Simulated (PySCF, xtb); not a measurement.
Protons, H atoms and electrons added to or taken from C. Isolated molecules, 0 K electronic values unless said otherwise. Strings in code marks are SMILES.

Quantity: bond dissociation enthalpy (X–H) at 298 K, in eV. Enthalpy corrections at 298 K come from GFN2-xTB frequencies (xtb).

Case: H atom removed from C1: `[CH3]`. The other species in the difference include `C` (neutral, multiplicity 1). Geometry of `[CH3]` (neutral, multiplicity 2, Å):

```xyz
4

C      0.0000     0.0000     0.0002
H      1.0341    -0.3120    -0.0021
H     -0.7872    -0.7396    -0.0030
H     -0.2469     1.0516     0.0049
```

Predict the bond dissociation enthalpy (X–H) at 298 K from PBE-D3(BJ)/def2-TZVP // PBE0-D3(BJ)/def2-TZVP (PySCF).

4.42 eV.
